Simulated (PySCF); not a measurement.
C4H5O2 (charge -1).
SMILES with atom numbers: `[CH2:1]=[C:2]([CH3:3])[C:4](=[O:5])[O-:6]` (hydrogens: H7, H8 on C1; H9, H10, H11 on C3)

Torsions of this conformer, `[CH2:1]=[C:2]([CH3:3])[C:4](=[O:5])[O-:6]`: C1–C2–C4–O5 -175°.

The closed-shell ground state was solved at several levels (PySCF, density fitting, gas phase, non-relativistic). Geometry: PBE0-D3(BJ)/def2-SVP, one conformer, isolated ion. The geometry's basis has no diffuse functions, a weakness for an anion. Where the HOMO energy is positive, the finite basis confines the outermost electrons. No diffuse functions stand in pcJ-1, pcSseg-1 and pcSseg-2, which bears on an anion's orbital energies.

| level | basis functions | total energy (Eh) | HOMO (eV) | LUMO (eV) | gap (eV) |
| --- | --- | --- | --- | --- | --- |
| B3LYP/pcJ-1 | 212 | -305.9374 | -0.87 | 4.24 | 5.11 |
| PBE0/pcSseg-1 | 127 | -305.5455 | -1.17 | 4.45 | 5.62 |
| KT3/pcSseg-2 | 286 | -310.5564 | 0.03 | 3.24 | 3.21 |

Q: Estimate the row for PBE0/def2-SVPD, a basis of 166 functions; the other rows only guide the guess.

A: Total energy -305.3765 Eh, HOMO -1.63 eV, LUMO 4.08 eV, gap 5.71 eV.

Q: Over all these levels, which gives the widest orbital gap and which the narrowest?

A: PBE0/def2-SVPD (global hybrid, 25 % exact exchange) has the widest, 5.71 eV, and KT3/pcSseg-2 (GGA) the narrowest, 3.21 eV. Functional and basis both differ between the two, so the spread mixes both effects.
